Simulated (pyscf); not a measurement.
PySCF, gas phase, ωB97X-D3(BJ)/def2-SVP geometries.

Estimate by transition-state theory the rate constant of CH₄ (SMILES C) + :HSi–Cl (SMILES [SiH]Cl) [singlet] -> H₃C–Si:–Cl (SMILES C[Si]Cl) [singlet] + H₂ (SMILES [H][H]) (singlet surface; C–H, H–Si broken, C–Si, H–H formed) at 600 K, with ωB97M-D3(BJ)/def2-TZVP energies (ideal gas, 1 atm, RRHO with modes under 100 cm⁻¹ raised to 100, one conformer, R ln 2 for chiral ones without a mode under 150 cm⁻¹; no tunnelling).

The electronic barrier is 26.6 kcal/mol and the thermal terms add +17.4, so ΔG‡ = 43.9 kcal/mol. With k_BT/h = 1.25e+13 s⁻¹ and RT = 1.192 kcal/mol, and a volume of 8.18e-20 cm³ per molecule at 1 atm, k = 1.0e-22 cm³ molecule⁻¹ s⁻¹. Wigner's tunnelling factor for 1403i cm⁻¹ would be 1.47, likely too low at so high a frequency. A shift of 1 kcal/mol in the barrier changes k by a factor 2.3. At the saddle there is also a short H–Si contact that neither side keeps. One saddle was located; it need not be the lowest between these sides.
